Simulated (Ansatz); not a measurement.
# AlH5OS: the cost of one run

Method: PBE0-D4, def2-SVP first, then def2-TZVP; program: Ansatz 0.2.0, Gaussian basis.

153 further runs of the same task are left out: 1 that didn't finish, 152 set aside as unsound or not needed.

## (1) Starting geometry

The guess: 8 atoms, charge 0, spin multiplicity 1.

Atoms are counted from 1 here; the program's logs count them from 0.

Bond lengths: Al1–S2 2.352 Å, Al1–H3 1.548 Å, Al1–H4 1.536 Å, Al1–H5 1.851 Å, Al1–O6 1.792 Å, S2–H7 1.334 Å, H5–O6 1.143 Å, O6–H8 0.960 Å. Angles: S2–Al1–H3 107.0°, S2–Al1–H4 113.9°, S2–Al1–H5 47.9°, S2–Al1–O6 84.4°, H3–Al1–H4 123.8°, H3–Al1–H5 113.3°, H3–Al1–O6 109.0°, H4–Al1–H5 122.6°, H4–Al1–O6 111.8°, H5–Al1–O6 36.5°, Al1–S2–H7 87.1°, Al1–H5–O6 68.9°, Al1–O6–H5 74.5°, Al1–O6–H8 167.8°, H5–O6–H8 117.6°.

Geometry (Å):

```
atom    x (Å)    y (Å)    z (Å)
 Al1  -0.8084  -0.0853  -0.3243
  S2   0.9072   1.5194  -0.4469
  H3  -0.6048  -1.0557  -1.5137
  H4  -2.1722   0.4916   0.0848
  H5   0.7244   0.1724   0.6809
  O6   0.1059  -0.6969   1.0907
  H7   1.4161   0.7983  -1.4471
  H8   0.4317  -1.1439   1.8757
```

Distances that are to change: Al1–O6 1.79 Å, S2–H5 1.77 Å, Al1–S2 2.35 Å, H5–O6 1.14 Å.

## (2) Constrained relaxation of the guess

hold/in.yaml

```yaml
crystal:
  periodic: [false, false, false]
  atoms:
    - {symbol: Al, position_ang: [-0.808400, -0.085300, -0.324300]}
    - {symbol: S, position_ang: [0.907200, 1.519400, -0.446900]}
    - {symbol: H, position_ang: [-0.604800, -1.055700, -1.513700]}
    - {symbol: H, position_ang: [-2.172200, 0.491600, 0.084800]}
    - {symbol: H, position_ang: [0.724400, 0.172400, 0.680900]}
    - {symbol: O, position_ang: [0.105900, -0.696900, 1.090700]}
    - {symbol: H, position_ang: [1.416100, 0.798300, -1.447100]}
    - {symbol: H, position_ang: [0.431700, -1.143900, 1.875700]}
basis:
  gaussian: {orbitals: def2-SVP}
hamiltonian: {xc: pbe0, dispersion: d4}
relax: {f_tol: 0.04, max_steps: 150, escape_saddle: false, constraints: [{distance: [0, 5]}, {distance: [1, 4]}, {distance: [0, 1]}, {distance: [4, 5]}]}
```

Launch:

```
$ ansatz run in.yaml --threads 2 --pin off --events-out ev --progress --plain --max-ram 4352MiB
```

**Question.** How long does this run take on 2 threads of Arm Neoverse V2, shared host?

About 20 s.
